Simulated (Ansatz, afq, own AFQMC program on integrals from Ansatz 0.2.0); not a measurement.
## AFQMC, coupled cluster and functionals along a coordinate of BSiH2, doublet

```xyz
4

Si    0.0000   -0.0053    0.5948
B     0.0000   -0.0779   -1.2479
H     0.0000    1.1505   -0.7602
H     0.0000   -0.1670   -2.4296
```

The B2–H4 distance is changed with both sides rigid. Energies in kJ/mol count from this geometry (1.185 Å) at the same level; the start stands on UHF, each point on the determinant named.

Basis cc-pVDZ. Noble-gas cores (and the filled d shells of Ga–Kr and In–Xe) are frozen. Ansatz 0.2.0 and our own AFQMC program on the same integrals; the CISD trial comes from CCSD amplitudes, and released means the phaseless constraint is let go. Error bars are statistical, one sigma.

Cautions, each for one point or more: higher spins were not checked; strong correlation; the ph-AFQMC/CISD walk drifts between its halves; unrestricted determinant spin contaminated; walk and cluster series may follow different spin states.

```csv
r(B2–H4) / Å,det.,T1,weight,⟨S²⟩,B3LYP,PBE0,CCSD(T)
1.061,UHF,0.021,0.88,0.76,26.4,27.8,29.0
1.290,UHF,0.021,0.87,0.76,9.5,8.9,8.3
1.639,UHF,0.022,0.86,0.77,123.0,123.5,119.7
2.139,UHF¶,0.080,0.72,1.38,304.0,309.2§,291.6
3.150,UHF¶,0.035,0.86,1.75,424.9§,417.1§,408.7
```

Task: Estimate the curve of CCSDT(Q), counted from the same start.

Result: 
| r(B2–H4) / Å | det. | T1 | weight | ⟨S²⟩ | CCSDT(Q) | ph-AFQMC/CISD | released AFQMC |
| --- | --- | --- | --- | --- | --- | --- | --- |
| 1.061 | UHF | 0.021 | 0.88 | 0.76 | 29.1 | 33.3 ± 1.5 | – |
| 1.290 | UHF | 0.021 | 0.87 | 0.76 | 8.2 | 9.2 ± 1.8 | 8.0 ± 1.8* |
| 1.639 | UHF | 0.022 | 0.86 | 0.77 | 119.0 | 125.0 ± 1.6 | – |
| 2.139 | UHF¶ | 0.080 | 0.72 | 1.38 | 285.5 | 286.6 ± 2.2 | 283.3 ± 3.4* |
| 3.150 | UHF¶ | 0.035 | 0.86 | 1.75 | 404.3 | 401.5 ± 2.2 | 400.9 ± 2.3* |

Weight is that of the determinant in the CISD state; at the start T1 is 0.021 and the weight 0.87, and ⟨S²⟩ is 0.76. ¶ marks points with a poor determinant and no full CI, where no value is sure; they don't count among the departures. An asterisk marks released energies that aren't shown to be converged. A dash marks a missing value, a released energy that hasn't settled or a functional that sits on another state. § marks a functional whose ⟨S²⟩ is too high by over 0.1. Largest departures from CCSDT(Q), at the points where its series has closed: CCSD(T) 0.7 kJ/mol at 1.639 (on UHF), ph-AFQMC/CISD 6.0 kJ/mol at 1.639 (on UHF), B3LYP 4.0 kJ/mol at 1.639, PBE0 4.5 kJ/mol at 1.639. Functionals count only at points shown to share the start's state and spin. In this small basis the wave-function levels are far from their limit, so their gap to the functionals isn't the functionals' error.

CCSDT and higher add their correlation energy to the determinant of the CCSD(T) run, since their own runs factorise the integrals more tightly (a shift of under 2 meV). A walk keeps the symmetry of its determinant, which the program's search chose and which needn't be the lowest solution, so a lower state of the same spin and another symmetry isn't excluded.
